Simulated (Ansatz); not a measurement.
Ansatz (an electronic-structure program) input (PBE/def2-QZVPP): A basis named .json is the Basis Set Exchange file of that set (core-valence sets with the plain set on hydrogen).

Ansatz 0.2 input:
```yaml
crystal:
  periodic: [false, false, false]
  atoms:
    - {symbol: S, position_ang: [0.00184013, 0.00030176, 0.10309296]}
    - {symbol: H, position_ang: [-0.00752722, 0.96781232, -0.82771199]}
    - {symbol: H, position_ang: [-0.02191490, -0.97264043, -0.82177540]}
basis:
  gaussian:
    orbitals: def2-QZVPP.json
hamiltonian:
  xc: {name: PBE}
magnetization: {spin_polarized: false}
```

Output:

```
Functional definition: PBE
integrals: 0.02 GiB planned
456 factors; their error is unknown
mean field: 0.28 GiB planned
mean field evaluation 1: about -10863.0816 eV, gradient 1.7e1 eV
mean field evaluation 2: about -10863.0464 eV, gradient 2.0e1 eV
mean field evaluation 4: about -10863.9265 eV, gradient 9.0e-1 eV
mean field evaluation 8: about -10863.9247 eV, gradient 1.1e-3 eV
mean field -10863.92469362 eV, -399.2418686577 hartree, gradient 8.6e-6 eV, S^2 0.000000; 0 other end points of the search recorded, 0 dependent functions left out
reference -10863.92472384 eV, -399.2418697685 hartree; 9, 9 occupied and 121, 121 virtual orbitals, 456 factors
Total energy: -10863.92472384 eV, -399.2418697685 hartree
```
